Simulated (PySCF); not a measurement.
Gas-phase reaction: H2SiO + 3 H2O = Si(OH)4 + 4 H

Energies from PySCF (xtb for GFN2), thermal terms from the rigid-rotor harmonic-oscillator model, ideal gas at 1 bar. † marks an energy on the PBE0/def2-TZVP geometry and frequencies; other levels use their own. MP2 freezes the core. Open shells (unrestricted): H (multiplicity 2); the rest are closed-shell singlets. GFN2 has no spin-polarisation term. H2SiO: computed as isolated molecules; such fragments, hydroxides, amides, oligomers or adducts are transient or little studied in the gas. MP2 isn't extrapolated to the basis-set limit; its ΔH°(298 K) is 281.2 kJ in def2-SVP and 301.9 kJ in def2-TZVPP. The harmonic model lacks anharmonicity and excited electronic states, which grow with temperature; levels with a mode under 35 cm⁻¹ are left out. Internal rotation in Si(OH)4 is treated as a harmonic vibration of one conformer, which makes the entropy rough.

| level | ΔE electronic, kJ | ΔH°(298 K), kJ | ΔS°(298 K), J/K | ΔG°(1800 K), kJ |
|---|---|---|---|---|
| BLYP/def2-TZVP† | 459 | 400 | -13 | 315 |
| GFN2-xTB | 746 | 690 | -9 | 598 |
| HF/def2-TZVP† | 167 | 107 | -13 | 22 |
| MP2/def2-SVP† | 341 | 281 | -13 | 196 |
| PBE0/def2-TZVP | 372 | 313 | -13 | 228 |
| LDA/def2-TZVP† | 412 | 353 | -13 | 268 |
| ωB97M-V/def2-TZVP† | 385 | 325 | -13 | 240 |
| ωB97X-V/def2-TZVP† | 379 | 320 | -13 | 235 |
ΔH° is lowest at HF/def2-TZVP† and highest at GFN2-xTB. No reference value is set beside these.
